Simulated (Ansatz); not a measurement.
A calculation with Ansatz (development build ahead of 0.2.0).

```yaml
crystal:
  periodic: [false, false, false]
  atoms:
    - { symbol: H, position_ang: [-0.01564, -0.02046, -0.78137] }
    - { symbol: F, position_ang: [0.0308, 0.0293, 0.1029] }
basis:
  gaussian: { orbitals: STO-3G }
hamiltonian:
  xc: hf
correlation:
  method: mp2
  frozen_orbitals: { F: 1, H: 0 }
```

The input is written out in the form of the current development build from the run's settings.

Output:

```json
{
  "Converged": "yes",
  "Reference energy": "-98.56586 hartree",
  "Correlation energy": "-0.01603 hartree",
  "Total energy": "-98.58190 hartree",
  "Spin squared of the determinant": "0.000"
}
```
